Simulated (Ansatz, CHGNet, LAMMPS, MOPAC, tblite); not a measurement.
**TO(Γ) frequency of zinc-blende HgTe: levels of theory against measurement**

Reference value: 116 cm⁻¹ (measured, temperature not stated, not corrected to a static lattice, Raman; as tabulated in Cardona et al. (2009), arXiv:0908.2634).

| level (code) | value (cm⁻¹) | cell (Å³/atom) | difference (%) |
|---|---|---|---|
| Stillinger–Weber CdTeZnSeHgS0.sw (LAMMPS) | 171 | 33.70 | +47 |
| GFN1-xTB (tblite) | 140 | 36.61 | +21 |
| PM6 semi-empirical Hartree-Fock (MOPAC) (MOPAC) | 83 | 36.09 | -28 |
| CHGNet 0.3.0 (CHGNet) | 71 | 36.85 | -39 |
| CHGNet-r²SCAN (CHGNet) | 56 | 35.72 | -52 |
| LDA (Ansatz) | 116 | 33.31 | 0.0 |
| PBE (Ansatz) | 96 | 36.76 | -17.2 |
| r²SCAN (Ansatz) | 101 | 35.49 | -12.9 |

Leaving aside Stillinger–Weber CdTeZnSeHgS0.sw, which can be fitted to such values or carry a doubt: Closest of these to the reference: LDA (0.0 %). CHGNet-r²SCAN (-52 %) lies farthest from it. Of these only LDA lands within 10 %.

The reference has no zero-point or thermal correction, while the calculations are for a static lattice, so the differences are not the levels' errors alone.  Density-functional levels without +SOC have no spin–orbit coupling. Stillinger–Weber CdTeZnSeHgS0.sw: the potential file covers more elements than this solid holds. GFN1-xTB, PM6 semi-empirical Hartree-Fock (MOPAC): the method was fitted mainly to molecules. GFN1-xTB, PM6 semi-empirical Hartree-Fock (MOPAC): the run uses a supercell at the zone centre in place of a k mesh. LDA, PBE, r²SCAN: the solid has no gap at this level, which affects its response. Each level is taken at its own relaxed cell. Cutoffs differ between the levels. Ansatz's density-functional and Hartree–Fock values are scalar-relativistic unless marked +SOC, with PAW data made under PBE.

Empirical potentials (Stillinger–Weber CdTeZnSeHgS0.sw) are fitted to chosen data, which need not cover the solid at hand: agreement can be built in, and what lay outside the fit can be far off. Machine-learned potentials (CHGNet 0.3.0, CHGNet-r²SCAN) are trained on DFT data, which may include these solids.

Differences are worked out from the printed values.

Ansatz is a quantum-chemistry and plane-wave program.
